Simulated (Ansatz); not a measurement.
Tetradymite Bi₂Se₃

Calculation: r²SCAN0 in Ansatz (plane waves, PAW).

Settings: plane-wave cutoff 520 eV, 6×6×6 k mesh, Fermi–Dirac smearing 0.01 eV, scalar-relativistic PAW data made under PBE.

Cell (measured lattice):

```
Bi2Se3
1.0
   -2.07150     1.19598    -9.54533
    2.07150     1.19598    -9.54533
    0.00000    -2.39196    -9.54533
Bi Se
2 3
Direct
  0.40080   0.40080   0.40080
  0.59920   0.59920   0.59920
  0.00000   0.00000   0.00000
  0.21170   0.21170   0.21170
  0.78830   0.78830   0.78830
```

For tetradymite Bi₂Se₃, the band gap is 1.36 eV (on the SCF k mesh).

Measured, for comparison: band gap 0.3 eV (temperature not stated, no zero-point or thermal correction; as tabulated in Park and Ryu (2016), arXiv:1610.06451).

Note: cell and atoms aren't relaxed at this level (largest force component 0.33 eV/Å).

Spin–orbit coupling is not included; with these elements it can move the gap by several tenths of an eV or more.

Static lattice: no zero-point or thermal effects.

Cost on a shared machine: very roughly 28 core-minutes.

Ansatz is a quantum-chemistry and plane-wave program.
